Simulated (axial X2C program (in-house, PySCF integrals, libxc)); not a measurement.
**ClB⁺: EOM-EA-CCSD levels**

Aim: EOM-EA-CCSD levels of ClB⁺, with spin–orbit coupling in the Hamiltonian from the start.

Method: two-component X2C with atomic mean-field terms, Cl dyall-av3z, B dyall-av3z; program: an in-house X2C program for linear molecules on PySCF integrals.

All values are calculated.

### Step 1. Set-up

The input, task.json:

```json
{
 "zs": [
  17,
  5
 ],
 "q": 1,
 "bas": [
  "dyall-av3z",
  "dyall-av3z"
 ],
 "r0": 1.84,
 "eom": "ea",
 "thr": -2.0,
 "nmax": 92,
 "grid": [
  1,
  0.96,
  1.045,
  0.92,
  1.09,
  1.15
 ]
}
```

Keys: zs atomic numbers; q charge; bas basis sets; r0 starting distance in Å; eom kind of EOM run; thr threshold in hartree for freezing inner shells (an s shell follows its p shell); nmax most natural virtual spinors; grid distances as factors.

Run with:

```sh
$ python soeom.py task.json out
```

Nuclei are Gaussian, cores are contracted, and the Gaunt term is on.

### Step 2. EOM-EA-CCSD at 1.601 Å

Reference: the closed shell ClB²⁺; 8 electrons correlated, 92 virtual spinors; roots sought by Ω: 1/2: 5, 3/2: 4, 5/2: 2, 7/2: 1.

Output:

```text
two-component X2C + atomic mean field  HF
basis functions 120  fitting functions 623  grid points 4352
iter        total energy     max residual
   1       -484.408707449     8.69e-02
   2       -484.421462188     5.13e-03
   3       -484.421952158     3.70e-03
   4       -484.422192793     7.62e-04
   5       -484.422215155     2.17e-04
   6       -484.422218042     7.27e-05
   7       -484.422218381     3.12e-05
   8       -484.422218461     5.20e-06
   9       -484.422218463     1.49e-06
  10       -484.422218463     7.88e-07
converged
one-electron -710.68325175  Coulomb 229.15981673  exact exchange -30.91740997  xc functional 0.00000000  nuclear repulsion 28.09497997  atomic mean-field constant -0.07635345
correlated 8  virtual 208  natural virtual 92  E(MP2) -0.246880328  MP2 remainder -0.013004142
iter   CCSD correlation   residual
   1     -0.237977700   1.39e-01
   2     -0.245659348   7.33e-02
   3     -0.249171895   2.64e-02
   4     -0.249322755   8.69e-03
   5     -0.249326507   2.80e-03
   6     -0.249335324   8.76e-04
   7     -0.249333538   3.52e-04
   8     -0.249337633   1.95e-04
   9     -0.249335921   1.23e-04
  10     -0.249336656   8.15e-05
  11     -0.249335234   5.86e-05
  12     -0.249335564   3.27e-05
  13     -0.249335535   1.55e-05
  14     -0.249335546   5.41e-06
(T) -0.015702699  T1 0.0389  D1 0.0477  max T2 0.065
EOM-EA-CCSD roots
2*Omega      energy/Eh   energy/eV  one-particle weight
    1      -0.75540771    -20.5557      0.948
    1      -0.56912292    -15.4866      0.942
    1      -0.40222643    -10.9451      0.003
    1      -0.39290095    -10.6914      0.000
    1      -0.36340542     -9.8888      0.000
    3      -0.56847863    -15.4691      0.942
    3      -0.40655189    -11.0628      0.003
    3      -0.39280966    -10.6889      0.000
    3      -0.36532444     -9.9410      0.000
    5      -0.36710904     -9.9895      0.000
    5      -0.31394697     -8.5429      0.002
    7      -0.36877370    -10.0348      0.000
```

T1 in the output is the amplitude norm over the root of the electron number; divide by √2 for the Lee–Taylor value.

| Ω | binding energy (eV) | above lowest (cm⁻¹) | spinor | weight |
| --- | --- | --- | --- | --- |
| 1/2 | 20.556 | 0 | 46% B pσ, 36% B sσ, 10% Cl pσ | 0.95 |
| 1/2 | 15.487 | 40880 | 62% B pπ, 13% Cl dπ, 13% Cl pπ | 0.94 |
| 3/2 | 15.469 | 41030 | 62% B pπ, 13% Cl pπ, 13% Cl dπ | 0.94 |

It took 15 s on 1 thread of Arm Neoverse N1, shared host; peak memory 0.58 GiB.

### Step 3. EOM-EA-CCSD at 1.537 Å

| Ω | binding energy (eV) | above lowest (cm⁻¹) | spinor | weight |
| --- | --- | --- | --- | --- |
| 1/2 | 20.454 | 0 | 46% B pσ, 36% B sσ, 9% Cl pσ | 0.95 |
| 1/2 | 15.248 | 41990 | 58% B pπ, 15% Cl dπ, 14% Cl pπ | 0.95 |
| 3/2 | 15.229 | 42140 | 58% B pπ, 15% Cl dπ, 14% Cl pπ | 0.95 |

It took 15 s on 1 thread of Arm Neoverse N1, shared host; peak memory 0.58 GiB.

### Step 4. EOM-EA-CCSD at 1.673 Å

| Ω | binding energy (eV) | above lowest (cm⁻¹) | spinor | weight |
| --- | --- | --- | --- | --- |
| 1/2 | 20.640 | 0 | 46% B pσ, 35% B sσ, 12% Cl pσ | 0.95 |
| 1/2 | 15.735 | 39560 | 67% B pπ, 12% Cl pπ, 11% Cl dπ | 0.94 |
| 3/2 | 15.720 | 39690 | 66% B pπ, 12% Cl pπ, 11% Cl dπ | 0.94 |

It took 16 s on 1 thread of Arm Neoverse N1, shared host; peak memory 0.59 GiB.

### Step 5. EOM-EA-CCSD at 1.473 Å

| Ω | binding energy (eV) | above lowest (cm⁻¹) | spinor | weight |
| --- | --- | --- | --- | --- |
| 1/2 | 20.333 | 0 | 46% B pσ, 36% B sσ, 9% Cl pσ | 0.95 |
| 1/2 | 14.997 | 43030 | 54% B pπ, 17% Cl dπ, 14% Cl pπ | 0.95 |
| 3/2 | 14.977 | 43190 | 53% B pπ, 17% Cl dπ, 15% Cl pπ | 0.95 |

Run time: 15 s. Hardware: 1 thread of Arm Neoverse N1, shared host; peak memory 0.59 GiB.

### Step 6. EOM-EA-CCSD at 1.745 Å

| Ω | binding energy (eV) | above lowest (cm⁻¹) | spinor | weight |
| --- | --- | --- | --- | --- |
| 1/2 | 20.687 | 0 | 46% B pσ, 34% B sσ, 14% Cl pσ | 0.94 |
| 1/2 | 15.956 | 38160 | 71% B pπ, 10% Cl pπ, 10% Cl dπ | 0.93 |
| 3/2 | 15.942 | 38270 | 71% B pπ, 11% Cl pπ, 10% Cl dπ | 0.93 |

Run time: 17 s. Hardware: 1 thread of Arm Neoverse N1, shared host; peak memory 0.59 GiB.

### Step 7. EOM-EA-CCSD at 1.841 Å

| Ω | binding energy (eV) | above lowest (cm⁻¹) | spinor | weight |
| --- | --- | --- | --- | --- |
| 1/2 | 20.662 | 0 | 45% B pσ, 31% B sσ, 19% Cl pσ | 0.93 |
| 1/2 | 16.187 | 36100 | 77% B pπ, 8% Cl pπ, 8% Cl dπ | 0.90 |
| 3/2 | 16.175 | 36190 | 77% B pπ, 9% Cl pπ, 8% Cl dπ | 0.90 |

Run time: 21 s. Hardware: 1 thread of Arm Neoverse N1, shared host; peak memory 0.59 GiB.

### Step 8. Curves of the states

Energies in eV from the lowest point of the lowest state; states are followed by energy order within each Ω.

| R (Å) | (1)Ω=1/2 | (2)Ω=1/2 | (1)Ω=3/2 |
| --- | --- | --- | --- |
| 1.473 | 0.4103 | 5.7457 | 5.7655 |
| 1.537 | 0.0870 | 5.2929 | 5.3117 |
| 1.601 | 0.0000 | 5.0691 | 5.0866 |
| 1.673 | 0.1001 | 5.0051 | 5.0209 |
| 1.745 | 0.3418 | 5.0732 | 5.0869 |
| 1.841 | 0.8101 | 5.2855 | 5.2973 |

Constants where the minimum is well bracketed (masses 34.969 and 11.009 u):

| state | Te (cm⁻¹) | Re (Å) | ωe (cm⁻¹) |
| --- | --- | --- | --- |
| (1)Ω=1/2 | 0 | 1.598 | 1150 |
| (2)Ω=1/2 | 40360 | 1.667 | 921 |
| (1)Ω=3/2 | 40490 | 1.668 | 917 |

### Step 9. Results

```
                     quantity                             value
       lowest root at 1.601 Å                Ω = 1/2, 20.556 eV
next root led by one particle  Ω = 1/2, about 40880 cm⁻¹ higher
          T1 of the reference                             0.028
      lowest state, Re and ωe                1.598 Å, 1150 cm⁻¹
```

**Reading.** The added electron is bound by 20.56 eV in a spinor of 46% B pσ, 36% B sσ, 10% Cl pσ. Errors of 0.1 to 0.3 eV are usual at this size, and roots led by higher excitations are left out, so the list is incomplete, and low states of that kind can be missing. T1 or the largest double amplitude of the reference is raised, which lowers the reliability. The bond is 0.036 Å longer than in the closed-shell reference at CCSD (1.563 Å).
